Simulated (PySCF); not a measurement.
## Adding and removing an electron: SiC

CAM-B3LYP; Si def2-TZVPPD, C def2-TZVPPD; no relativity (PySCF 2.14). Neutral (UKS): triplet (σ ↑, π ↑), Re = 1.699 Å, ωe = 1014 cm⁻¹, De = 4.23 eV, HOMO -7.85 eV, LUMO -3.03 eV.

SiC⁺ (UKS): quartet (σ ↑, π ↑↑), Re = 1.808 Å, ωe = 853 cm⁻¹, De = 3.49 eV to Si⁺ + C. The energies at the minima are -327.36941 hartree for SiC and -327.04430 for SiC⁺.

Q: Work out the adiabatic ionisation energy, without and with harmonic zero-point energies (1 hartree = 27.2114 eV, 1 eV = 8065.5 cm⁻¹), and the change of the bond length.

A: At CAM-B3LYP: 0.32511 hartree = 8.847 eV between the minima; the zero-point term (853.0 − 1014.0)/2 cm⁻¹ = -0.010 eV makes it 8.837 eV. Re changes by +10.9 pm against the neutral. The electron leaves a π orbital, and the longer bond of the ion fits a bonding orbital, or a change in how ionic the bond is.

For an ion De counts to the pair picked by the measured ionisation energies or electron affinities, which need not be the lowest pair at this level. States were picked by a PBE0 search and need not be the measured ground states.
